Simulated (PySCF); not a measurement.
Gas-phase reaction: 3 NH₃ + 2 SiH = SiH₂(NH₂)₂ + H₃SiNH₂

Computed with PySCF and rigid-rotor harmonic-oscillator thermochemistry at 1 bar. † marks an energy on the PBE0/def2-TZVP geometry and frequencies; other levels use their own. MP2 and CCSD(T) freeze the core. Open shells (unrestricted): SiH (multiplicity 2, electronic degeneracy 4); the rest are closed-shell singlets. Spin-orbit splitting is ignored; it lowers the true energy and changes the entropy of SiH. No R ln 2 is added for the mirror-image form of SiH₂(NH₂)₂. SiH₂(NH₂)₂, H₃SiNH₂: computed as isolated molecules; such fragments, hydroxides, amides, oligomers or adducts are transient or little studied in the gas. MP2 isn't extrapolated to the basis-set limit; its ΔH°(298 K) is -790.2 kJ in def2-SVP and -836.0 kJ in def2-TZVPP. CCSD(T) isn't extrapolated to the basis-set limit; its ΔH°(298 K) is -740.5 kJ in def2-SVP and -783.8 kJ in def2-TZVPP. The harmonic model lacks anharmonicity and excited electronic states, which grow with temperature; levels with a mode under 35 cm⁻¹ are left out. Internal rotation in SiH₂(NH₂)₂, H₃SiNH₂ is treated as a harmonic vibration of one conformer, which makes the entropy rough. Warning, large T1 diagnostic: SiH (CCSD(T)/def2-TZVPP†).

```json
[
 {"level": "BLYP/def2-TZVP†", "ΔE electronic, kJ": "-735", "ΔH°(298 K), kJ": "-734", "ΔS°(298 K), J/K": "-420", "ΔG°(1600 K), kJ": "-98"},
 {"level": "CCSD(T)/def2-TZVPP†", "ΔE electronic, kJ": "-785", "ΔH°(298 K), kJ": "-784", "ΔS°(298 K), J/K": "-420", "ΔG°(1600 K), kJ": "-147"},
 {"level": "HF/def2-TZVP†", "ΔE electronic, kJ": "-713", "ΔH°(298 K), kJ": "-712", "ΔS°(298 K), J/K": "-420", "ΔG°(1600 K), kJ": "-75"},
 {"level": "MP2/def2-SVP†", "ΔE electronic, kJ": "-791", "ΔH°(298 K), kJ": "-790", "ΔS°(298 K), J/K": "-420", "ΔG°(1600 K), kJ": "-154"},
 {"level": "PBE0/def2-TZVP", "ΔE electronic, kJ": "-802", "ΔH°(298 K), kJ": "-801", "ΔS°(298 K), J/K": "-420", "ΔG°(1600 K), kJ": "-164"}
]
```
ΔH° is lowest at PBE0/def2-TZVP and highest at HF/def2-TZVP†. No reference value is set beside these.
